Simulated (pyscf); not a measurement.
Optimised with ωB97X-D3(BJ)/def2-SVP in PySCF.

Task: Estimate by transition-state theory (the high-pressure limit) the rate constant of `[CH2]=[CH][ZnH]` + `[OH2]` → `[CH3][CH]([OH])[ZnH]` (singlet surface; H–O broken, C–H, C–O formed) at 600 K, with ωB97M-D3(BJ)/def2-TZVP energies (ideal gas, 1 atm, RRHO with modes under 100 cm⁻¹ raised to 100, one conformer, R ln 2 for chiral ones without a mode under 150 cm⁻¹; no tunnelling).

Result: The electronic barrier is 33.8 kcal/mol and the thermal terms add +20.1, so ΔG‡ = 53.9 kcal/mol. With k_BT/h = 1.25e+13 s⁻¹ and RT = 1.192 kcal/mol, and a volume of 8.18e-20 cm³ per molecule at 1 atm, k = 2.4e-26 cm³ molecule⁻¹ s⁻¹. The product is born with the 44 kcal/mol of the reverse barrier and needs collisions to keep. Wigner's tunnelling factor for 388i cm⁻¹ would be 1.04. A shift of 1 kcal/mol in the barrier changes k by a factor 2.3. On the reactant side the descent ends in an adduct with a O–Zn contact, 9.8 kcal/mol under the separated species and 42.0 kcal/mol under the saddle at ωB97X-D3(BJ)/def2-TZVP. H₃C–CH(OH)–ZnH lies 5.0 kcal/mol over its isomer H₃C–Zn–CH₂–OH (electronic energy, ωB97M-D3(BJ)/def2-TZVP). This is the saddle that the search found; another between the same sides may lie lower. Elements up to Kr have no core potential and no relativistic terms here.
